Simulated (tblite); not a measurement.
Record of a relaxation.

C5H11S (doublet state).
Bonds: C1–C2, C2–C3, C3–C4, C4–C5, C5–S6. Hydrogens: H7, H8, H9 on C1; H10, H11 on C2; H12, H13 on C3; H14, H15 on C4; H16, H17 on C5.

Computed with GFN2-xTB (tblite), gas phase: L-BFGS steps from a force-field or distance-geometry start until the largest atomic force falls under 0.01 eV/Å. 10 of its 19 geometries are shown.

Step 0: E = -531.2409 eV, largest atomic force 0.897 eV/Å
```
atom  x, y, z in Å  |  force x, y, z in eV/Å
C1     -2.546    0.208    0.335   -0.629   0.505  -0.092
C2     -1.268   -0.584    0.250    0.480  -0.359   0.533
C3     -0.032    0.324    0.187   -0.417   0.168  -0.167
C4      1.258   -0.474    0.098   -0.006  -0.464   0.401
C5      2.478    0.443    0.039   -0.255  -0.173  -0.078
S6      3.999   -0.569   -0.062   -0.574   0.687   0.051
H7     -2.674    0.850   -0.550    0.066  -0.211   0.325
H8     -3.409   -0.458    0.394    0.094   0.067  -0.034
H9     -2.563    0.847    1.226    0.065  -0.119  -0.218
H10    -1.300   -1.241   -0.617    0.070   0.013  -0.154
H11    -1.192   -1.238    1.139    0.029   0.238  -0.275
H12    -0.020    0.976    1.067    0.040  -0.129  -0.017
H13    -0.128    0.977   -0.687    0.044  -0.052   0.002
H14     1.222   -1.137   -0.777    0.103   0.207   0.113
H15     1.321   -1.124    0.991    0.098   0.204  -0.304
H16     2.368    1.104   -0.827    0.416  -0.242  -0.139
H17     2.477    1.109    0.910    0.375  -0.342   0.054
```

Step 2: E = -531.2989 eV, largest atomic force 0.367 eV/Å
```
atom  x, y, z in Å  |  force x, y, z in eV/Å
C1     -2.559    0.217    0.335    0.161  -0.205   0.059
C2     -1.261   -0.589    0.260   -0.249   0.138  -0.175
C3     -0.042    0.326    0.185    0.023  -0.067   0.032
C4      1.254   -0.483    0.107   -0.197   0.166  -0.079
C5      2.468    0.437    0.037   -0.218   0.014   0.008
S6      3.979   -0.544   -0.060   -0.149   0.335   0.017
H7     -2.672    0.845   -0.543    0.000   0.051  -0.045
H8     -3.407   -0.456    0.393   -0.093  -0.016  -0.016
H9     -2.561    0.845    1.220   -0.003   0.075   0.028
H10    -1.297   -1.239   -0.620    0.065   0.079   0.032
H11    -1.190   -1.233    1.134    0.058  -0.035   0.118
H12    -0.019    0.972    1.067    0.007  -0.048   0.008
H13    -0.127    0.976   -0.688    0.004  -0.030  -0.055
H14     1.226   -1.131   -0.773    0.050   0.044   0.010
H15     1.325   -1.120    0.985    0.074  -0.096   0.122
H16     2.383    1.094   -0.833    0.234  -0.177  -0.117
H17     2.491    1.096    0.911    0.232  -0.227   0.053
```

Step 4: E = -531.3201 eV, largest atomic force 0.196 eV/Å
```
atom  x, y, z in Å  |  force x, y, z in eV/Å
C1     -2.560    0.214    0.336    0.029  -0.056   0.008
C2     -1.267   -0.588    0.259   -0.064   0.010  -0.039
C3     -0.048    0.324    0.184   -0.021   0.000   0.017
C4      1.243   -0.482    0.109   -0.039   0.037  -0.029
C5      2.452    0.436    0.036   -0.022   0.082   0.004
S6      3.965   -0.516   -0.058    0.196  -0.007  -0.010
H7     -2.671    0.845   -0.540   -0.011   0.030  -0.041
H8     -3.411   -0.456    0.391   -0.083  -0.011   0.004
H9     -2.560    0.848    1.218   -0.016   0.035   0.039
H10    -1.292   -1.235   -0.621    0.010   0.022  -0.004
H11    -1.186   -1.231    1.136    0.016  -0.005   0.033
H12    -0.018    0.967    1.067   -0.028   0.008   0.024
H13    -0.126    0.974   -0.691   -0.014  -0.028  -0.013
H14     1.230   -1.125   -0.771   -0.022  -0.029  -0.046
H15     1.331   -1.122    0.987   -0.003  -0.034   0.055
H16     2.402    1.081   -0.842    0.029  -0.028  -0.087
H17     2.510    1.078    0.916    0.043  -0.024   0.086
```

Step 6: E = -531.3227 eV, largest atomic force 0.092 eV/Å
```
atom  x, y, z in Å  |  force x, y, z in eV/Å
C1     -2.560    0.212    0.337   -0.080   0.045  -0.004
C2     -1.270   -0.588    0.258    0.024  -0.025   0.040
C3     -0.050    0.325    0.185   -0.017   0.007   0.003
C4      1.240   -0.481    0.109    0.049  -0.034   0.016
C5      2.450    0.439    0.036    0.082  -0.029  -0.005
S6      3.972   -0.511   -0.059    0.082   0.033  -0.004
H7     -2.672    0.846   -0.541   -0.008  -0.019   0.020
H8     -3.416   -0.456    0.391   -0.026   0.024   0.004
H9     -2.561    0.849    1.220   -0.015  -0.019  -0.017
H10    -1.291   -1.233   -0.622   -0.006  -0.003  -0.020
H11    -1.185   -1.231    1.138   -0.003   0.010  -0.015
H12    -0.019    0.967    1.068   -0.033   0.007   0.008
H13    -0.127    0.972   -0.692   -0.021  -0.015   0.001
H14     1.229   -1.125   -0.773   -0.026   0.006   0.001
H15     1.331   -1.124    0.989   -0.017   0.027  -0.031
H16     2.406    1.078   -0.848    0.006  -0.010  -0.022
H17     2.515    1.075    0.921    0.011  -0.005   0.025
```

Step 8: E = -531.3243 eV, largest atomic force 0.081 eV/Å
```
atom  x, y, z in Å  |  force x, y, z in eV/Å
C1     -2.564    0.212    0.337   -0.008   0.003  -0.001
C2     -1.272   -0.588    0.259    0.004   0.006   0.005
C3     -0.051    0.325    0.186    0.028  -0.006  -0.001
C4      1.242   -0.481    0.109    0.037   0.011   0.002
C5      2.454    0.439    0.036    0.057  -0.058  -0.003
S6      3.983   -0.506   -0.059    0.003   0.055   0.000
H7     -2.673    0.846   -0.541   -0.016  -0.012   0.013
H8     -3.421   -0.455    0.391   -0.010   0.026   0.002
H9     -2.563    0.849    1.220   -0.023  -0.014  -0.013
H10    -1.291   -1.232   -0.623   -0.017   0.000   0.009
H11    -1.185   -1.230    1.138   -0.018  -0.007  -0.008
H12    -0.023    0.967    1.069   -0.022   0.000  -0.012
H13    -0.129    0.970   -0.693   -0.018  -0.003   0.009
H14     1.227   -1.125   -0.774   -0.010   0.021   0.025
H15     1.330   -1.123    0.989   -0.004   0.016  -0.026
H16     2.410    1.075   -0.852    0.012  -0.019   0.056
H17     2.518    1.072    0.925    0.005  -0.018  -0.058
```

Step 10: E = -531.3253 eV, largest atomic force 0.051 eV/Å
```
atom  x, y, z in Å  |  force x, y, z in eV/Å
C1     -2.567    0.212    0.337    0.044  -0.026   0.002
C2     -1.273   -0.588    0.260   -0.006   0.013  -0.019
C3     -0.051    0.324    0.186    0.015  -0.003  -0.002
C4      1.244   -0.480    0.109   -0.018   0.020  -0.006
C5      2.460    0.436    0.036   -0.022  -0.020   0.001
S6      3.992   -0.500   -0.059    0.017   0.016  -0.001
H7     -2.675    0.845   -0.541   -0.017   0.007  -0.010
H8     -3.426   -0.452    0.392   -0.001   0.004  -0.001
H9     -2.566    0.849    1.219   -0.019   0.007   0.010
H10    -1.292   -1.232   -0.623   -0.018   0.001   0.019
H11    -1.186   -1.231    1.138   -0.021  -0.015   0.002
H12    -0.027    0.968    1.069    0.000   0.001  -0.012
H13    -0.132    0.968   -0.693   -0.004   0.009   0.004
H14     1.225   -1.124   -0.774    0.008   0.007   0.005
H15     1.330   -1.122    0.988    0.013  -0.014   0.012
H16     2.413    1.071   -0.852    0.019  -0.003   0.045
H17     2.522    1.069    0.925    0.011  -0.005  -0.050
```

Step 12: E = -531.3257 eV, largest atomic force 0.020 eV/Å
```
atom  x, y, z in Å  |  force x, y, z in eV/Å
C1     -2.567    0.212    0.337    0.002   0.006   0.000
C2     -1.273   -0.588    0.260   -0.002  -0.002   0.001
C3     -0.050    0.324    0.186   -0.011   0.002  -0.002
C4      1.245   -0.480    0.109   -0.015  -0.013   0.004
C5      2.461    0.434    0.036   -0.016   0.001   0.000
S6      3.996   -0.496   -0.060    0.020  -0.003  -0.001
H7     -2.676    0.845   -0.541   -0.006   0.002  -0.003
H8     -3.427   -0.451    0.392    0.012  -0.006  -0.002
H9     -2.568    0.848    1.219   -0.007   0.004   0.005
H10    -1.293   -1.232   -0.623   -0.011  -0.006   0.002
H11    -1.187   -1.231    1.138   -0.013  -0.006  -0.001
H12    -0.028    0.968    1.069    0.007   0.005  -0.002
H13    -0.133    0.968   -0.693    0.003   0.009  -0.002
H14     1.224   -1.123   -0.773    0.007  -0.005  -0.009
H15     1.330   -1.122    0.987    0.009  -0.012   0.011
H16     2.415    1.070   -0.850    0.011   0.012  -0.001
H17     2.523    1.068    0.922    0.010   0.012  -0.002
```

Step 14: E = -531.3258 eV, largest atomic force 0.019 eV/Å
```
atom  x, y, z in Å  |  force x, y, z in eV/Å
C1     -2.567    0.212    0.337   -0.015   0.012   0.000
C2     -1.273   -0.588    0.260   -0.005  -0.002   0.005
C3     -0.051    0.324    0.186   -0.004  -0.003   0.000
C4      1.244   -0.480    0.109    0.008  -0.010   0.002
C5      2.461    0.433    0.036    0.010   0.004   0.000
S6      3.998   -0.496   -0.060   -0.003   0.003   0.000
H7     -2.677    0.845   -0.541   -0.001   0.000   0.002
H8     -3.426   -0.451    0.392    0.009  -0.007  -0.001
H9     -2.568    0.849    1.220   -0.002   0.001  -0.001
H10    -1.294   -1.232   -0.622   -0.007  -0.004  -0.002
H11    -1.188   -1.232    1.138   -0.008   0.000  -0.002
H12    -0.028    0.968    1.069    0.005   0.002   0.000
H13    -0.133    0.968   -0.693    0.003   0.001   0.001
H14     1.225   -1.124   -0.773    0.002  -0.005  -0.002
H15     1.331   -1.123    0.988    0.001  -0.003  -0.002
H16     2.416    1.071   -0.849    0.003   0.005  -0.008
H17     2.524    1.068    0.921    0.005   0.007   0.008
```

Step 16: E = -531.3258 eV, largest atomic force 0.011 eV/Å
```
atom  x, y, z in Å  |  force x, y, z in eV/Å
C1     -2.567    0.213    0.337   -0.002  -0.001   0.000
C2     -1.273   -0.588    0.260   -0.003   0.004  -0.002
C3     -0.051    0.324    0.186    0.007  -0.006   0.001
C4      1.244   -0.481    0.109    0.009   0.006  -0.003
C5      2.461    0.433    0.036    0.007   0.005   0.000
S6      3.999   -0.495   -0.060   -0.008   0.004   0.001
H7     -2.677    0.845   -0.541   -0.002   0.004   0.000
H8     -3.426   -0.452    0.392   -0.002  -0.006   0.000
H9     -2.569    0.849    1.220   -0.003   0.003   0.000
H10    -1.295   -1.232   -0.622   -0.006   0.002   0.002
H11    -1.190   -1.232    1.138   -0.006   0.002   0.000
H12    -0.028    0.969    1.068    0.003  -0.003  -0.002
H13    -0.133    0.968   -0.693    0.003  -0.006   0.003
H14     1.225   -1.124   -0.774    0.002  -0.002   0.004
H15     1.331   -1.124    0.988    0.000   0.000  -0.006
H16     2.417    1.071   -0.849    0.000  -0.003  -0.001
H17     2.525    1.068    0.921    0.001  -0.001   0.001
```

Step 18: E = -531.3259 eV, largest atomic force 0.008 eV/Å
```
atom  x, y, z in Å  |  force x, y, z in eV/Å
C1     -2.568    0.213    0.337    0.006  -0.006   0.000
C2     -1.274   -0.588    0.260    0.002   0.003  -0.003
C3     -0.051    0.324    0.186    0.005  -0.002   0.000
C4      1.245   -0.481    0.109   -0.001   0.007  -0.003
C5      2.462    0.433    0.036   -0.005   0.003   0.001
S6      3.999   -0.494   -0.060    0.001  -0.002   0.000
H7     -2.678    0.845   -0.541   -0.004   0.003   0.000
H8     -3.426   -0.452    0.392   -0.005   0.000   0.000
H9     -2.570    0.849    1.220   -0.004   0.001   0.000
H10    -1.296   -1.232   -0.622   -0.004   0.005   0.002
H11    -1.191   -1.232    1.138   -0.004   0.003   0.002
H12    -0.027    0.969    1.068    0.002  -0.006   0.000
H13    -0.132    0.968   -0.692    0.003  -0.007   0.000
H14     1.225   -1.124   -0.774    0.005   0.001   0.003
H15     1.331   -1.124    0.988    0.003   0.001  -0.004
H16     2.417    1.071   -0.850   -0.001  -0.002   0.001
H17     2.526    1.069    0.921   -0.001  -0.001  -0.001
```

Q: Summarise the path.

A: The energy falls by 1.96 kcal/mol from step 0 to step 18; nine tenths of that is first reached at step 4. It falls at every step. The largest force goes from 0.897 to 0.008 eV/Å. Among the bonds C5–S6 changes most, from 1.829 to 1.798 Å; the atoms move by 0.031 Å rms after alignment.

Q: Follow the three bonds and two angles with the largest change from start to end.

A: 
```
step  E above end (kcal/mol)  largest force (eV/Å)  C5–S6 (Å)  C1–C2 (Å)  C2–H11 (Å)  S6–C5–H17 (°)  S6–C5–H16 (°)
   0                    1.96                 0.897      1.829      1.506       1.107          112.4          112.0
   1                    1.11                 0.673      1.818      1.525       1.092          111.7          111.4
   2                    0.62                 0.367      1.805      1.530       1.088          110.6          110.5
   3                    0.23                 0.248      1.790      1.528       1.089          108.9          108.8
   4                    0.13                 0.196      1.790      1.523       1.091          108.1          108.1
   5                    0.09                 0.140      1.794      1.520       1.093          107.7          107.7
   6                    0.07                 0.092      1.797      1.520       1.093          107.5          107.5
   7                    0.05                 0.102      1.800      1.521       1.093          107.3          107.3
   8                    0.04                 0.081      1.800      1.523       1.092          107.3          107.3
   9                    0.02                 0.069      1.800      1.524       1.092          107.2          107.2
  10                    0.01                 0.051      1.798      1.524       1.092          107.2          107.2
  11                    0.01                 0.029      1.797      1.524       1.092          107.2          107.2
  12                    0.00                 0.020      1.797      1.523       1.092          107.2          107.2
  13                    0.00                 0.018      1.798      1.523       1.092          107.1          107.1
  14                    0.00                 0.019      1.798      1.523       1.092          107.1          107.1
  15                    0.00                 0.012      1.799      1.523       1.092          107.1          107.1
  16                    0.00                 0.011      1.799      1.523       1.092          107.1          107.1
  17                    0.00                 0.010      1.798      1.524       1.092          107.1          107.1
  18                    0.00                 0.008      1.798      1.524       1.092          107.1          107.0
```

The cost below is that of the whole relaxation. Hardware: an Arm Neoverse N1 with one thread, shared host with 64 logical CPUs at a one-minute load of 62. Cost: 0.19 s of wall time.
